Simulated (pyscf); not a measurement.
Routes from bromomethane (H₃C–Br) + difluorocarbene (F–C:–F) [singlet]

Candidate steps break at most two bonds and form at most two. Each was searched with GFN2-xTB (tblite) first. Single points on ωB97X-D3(BJ)/def2-SVP structures (PySCF, gas phase). Energies: ωB97M-D3(BJ)/def2-TZVP, kcal/mol, from the separated reactants, singlet surface; ΔG‡ with ideal gas, 1 atm, RRHO with modes under 100 cm⁻¹ raised to 100, one conformer, R ln 2 for chiral ones without a mode under 150 cm⁻¹.

```csv
products,type,ΔE‡,ΔE,ΔG‡ 298 K,ΔG‡ 900 K,ν‡ (cm⁻¹)
F–CH(F)–CH₂–Br,insertion,38.3,-56.6,48.6,69.7,1415i
H₃C–C(F)(F)–Br,insertion,82.8,-59.8,93.3,113.9,1015i
```

Plain bond fissions and candidates not yet searched are not listed, and one of them may be faster. Each barrier is that of the saddle found; lower ones may exist. One closed-shell reference is unstable to symmetry breaking; treat the single-reference values with care. Elements up to Kr have no core potential and no relativistic terms here.
